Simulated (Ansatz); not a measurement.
The input, for Ansatz 0.2.0:

```yaml
crystal:
  periodic: [false, false, false]
  atoms:
    - {symbol: Zr, position_ang: [0.000000, 0.000000, 0.000000]}
    - {symbol: Cl, position_ang: [0.000000, 0.000000, 2.251400]}
basis:
  gaussian: {orbitals: def2-TZVPP}
total_charge: 1
magnetization: {spin_polarized: true, initial_magnetization: 2}
correlation: {method: ccsd_t, electrons: outside_noble_gas}
output: {forces: true}
```

```sh
$ ansatz run in.yaml --threads 2 --pin off --events-out ev --progress --plain --max-ram 16896MiB --backend cuda --devices 0, --max-vram 18GiB
```

The program prints:

```
624 factors; integrals over basis functions are off by at most 1.3e-3 eV
mean field evaluation 1: about -13757.9437 eV, gradient 2.9e1 eV
mean field evaluation 2: about -13758.1328 eV, gradient 2.8e1 eV
mean field evaluation 4: about -13763.3799 eV, gradient 2.7e0 eV
mean field evaluation 8: about -13763.6010 eV, gradient 6.9e-1 eV
mean field evaluation 16: about -13764.2329 eV, gradient 2.2e-1 eV
mean field evaluation 32: about -13764.5750 eV, gradient 2.6e0 eV
mean field evaluation 64: about -13764.5989 eV, gradient 2.7e-1 eV
mean field evaluation 96: about -13763.5050 eV, gradient 9.5e-3 eV
mean field evaluation 128: about -13764.6105 eV, gradient 1.0e0 eV
mean field evaluation 160: about -13764.1011 eV, gradient 1.6e-6 eV
...
mean field evaluation 2272: about -13762.3396 eV, gradient 9.1e-4 eV
mean field -13764.61541348 eV, -505.8402864539 hartree, gradient 4.1e-7 eV, S^2 2.010909; 26 other end points of the search recorded, 0 dependent functions left out
determinant -13764.61541348 eV, -505.8402864539 hartree, with singles and doubles -13771.31050122 eV, -506.0863263903 hartree
determinant -13764.23340592 eV, -505.8262479350 hartree, with singles and doubles -13770.83177539 eV, -506.0687335406 hartree
determinant -13764.12133876 eV, -505.8221295428 hartree, with singles and doubles -13770.77842108 eV, -506.0667728057 hartree
determinant -13764.10113277 eV, -505.8213869864 hartree, with singles and doubles -13770.88114984 eV, -506.0705480181 hartree
determinant -13763.50502889 eV, -505.7994805728 hartree, with singles and doubles -13770.30605546 eV, -506.0494136893 hartree
determinant -13763.37660149 eV, -505.7947609532 hartree, with singles and doubles -13770.09262991 eV, -506.0415704452 hartree
determinant -13762.98754790 eV, -505.7804634972 hartree, with singles and doubles -13769.56570546 eV, -506.0222063289 hartree
determinant -13762.33958164 eV, -505.7566511764 hartree, with singles and doubles -13769.02968998 eV, -506.0025081232 hartree
determinant -13761.77681632 eV, -505.7359699325 hartree, with singles and doubles -13768.48488383 eV, -505.9824868663 hartree
determinant -13764.61541348 eV, -505.8402864539 hartree, with singles and doubles -13771.30380442 eV, -506.0860802875 hartree
determinant -13764.23340592 eV, -505.8262479350 hartree, with singles and doubles -13770.83063938 eV, -506.0686917928 hartree
determinant -13764.12133876 eV, -505.8221295428 hartree, with singles and doubles -13770.78347753 eV, -506.0669586271 hartree
determinant -13764.10113277 eV, -505.8213869864 hartree, with singles and doubles -13770.87951715 eV, -506.0704880179 hartree
9 core orbitals not correlated: weight in the atoms' cores, before any rotation towards them, 0.989 or more for the frozen orbitals, at most 0.009 for the correlated occupied ones
reference -13764.61541348 eV, -505.8402864539 hartree; 6, 4 occupied and 83, 85 virtual orbitals, 624 factors
second order -6.20922621 eV of doubles, -0.00000000 eV of singles
cycle   1  -6.68839139 eV  change   -4.5e-7 eV  update   4.8e-6
cycle   2  -6.68839045 eV  change    9.4e-7 eV  update   4.4e-6
cycle   3  -6.68839135 eV  change   -9.0e-7 eV  update   3.9e-6
cycle   4  -6.68839068 eV  change    6.7e-7 eV  update   3.0e-6
cycle   5  -6.68839116 eV  change   -4.8e-7 eV  update   2.2e-6
cycle   6  -6.68839131 eV  change   -1.5e-7 eV  update   1.2e-6
cycle   7  -6.68839104 eV  change    2.7e-7 eV  update   4.4e-7
cycle   8  -6.68839098 eV  change    6.3e-8 eV  update   2.6e-7
cycle   9  -6.68839106 eV  change   -8.1e-8 eV  update   1.7e-7
perturbative correction -0.34546248 eV, -0.0126955119 hartree
the calculation of the forces begins
Total energy: -13771.64926702 eV, -506.0987758037 hartree
Atom 0 at     0.000000     0.000000     0.000000 Å, force    -0.000000     0.000000    -0.178978 eV/Å
Atom 1 at     0.000000     0.000000     2.251400 Å, force     0.000000    -0.000000     0.178978 eV/Å
Dipole moment:    -0.000000     0.000000    -1.263033 e Å
```

Forces (eV/Å):
```
Zr   0.000  0.000 -0.179
Cl   0.000  0.000  0.179
```

Ran on 2 threads of AMD EPYC 7R13 with a shared H100 80 GB, shared host: 14 s wall, 0.96 GiB peak host memory.
